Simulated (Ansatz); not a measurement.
How far each method lies from full CI for HGaAl, doublet

Geometry: that of the HGaAl, quartet, kept fixed.

```yaml
atoms:
  - { symbol: Al, position_ang: [0.0000, 0.0000, 2.0585] }
  - { symbol: Ga, position_ang: [0.0000, 0.0000, -0.2499] }
  - { symbol: H, position_ang: [0.0000, 0.0000, -1.8086] }
```

Basis 6-31G (Cartesian d functions); Ansatz 0.2.0. Only valence electrons are correlated (noble-gas cores and the filled d shells of p-block atoms frozen), which leaves 7 electrons in 25 orbitals. R marks a restricted (for open shells ROHF) determinant, U an unrestricted one. Active spaces: valence = (7e, 9o) chosen from the atoms' valence shells. No spin–orbit coupling is included, and no scalar relativity.

Full CI is exact within this basis and frozen core; it isn't the basis-set limit. The frozen core follows each run's orbitals, which can shift R against U totals by a few meV for light atoms and by up to 0.1 eV past Ca.

The UHF ⟨S²⟩ is 1.321. The T1 diagnostic (RCCSD) is 0.0209 and the largest doubles amplitude (RCCSD) is 0.091.

```csv
level,E − E(RHF) (eV)
RMP2,-1.4599
RCCSD,-2.1416
RCCSD(T),-2.1887
```

Estimate how far full CI in 6-31G lies from RCCSD(T). The table doesn't fix it; the size of (T) and the diagnostics are the guide.

Full CI in 6-31G lies 2.3 kJ/mol below RCCSD(T), which is 52 % of the (T) step (-4.5 kJ/mol). The diagnostics give no warning, yet the rest is a sizeable part of (T).

The other levels:

```csv
level,E − E(full CI) (kJ/mol),share of correlation (%),wall time
BCCD(T),2.3,98.91,7 s
RCCSDT,0.4,99.81,–
RCCSDT(Q),0.1,99.95,9.5 s
CASSCF (valence space),54.6,74.44,–
NEVPT2 (valence space),16.5,92.29,4.4 s
MRCISD (valence space),1.5,99.29,–
MRCISD+Q (valence space),0.4,99.81,6 s
```

The correlation energy at full CI, counted from RHF, is -2.213 eV. That run took 1.7 min on 1 thread of Arm Neoverse V2, shared host over 7,273,250 determinants.

Run but not shown, since their state or frozen core can't be matched to the reference's or they repeat it: UHF, UMP2, UCCSD, UCCSD(T), UCCSDT, UCCSDT(Q).

Times hold each run's SCF and search for its determinant on a shared host, so for small cases they say little of a method's own cost; they ran on 1 thread of Arm Neoverse V2.

The full-CI state has the irrep B1 of C2v, in the program's axes (one component, if the state is degenerate).

Natural occupations of full CI about the gap: 1.963 1.950 1.867 0.988 0.074 0.050 0.043 0.022 0.014 0.008; effectively unpaired electrons, Σ n²(2−n)², 1.12.
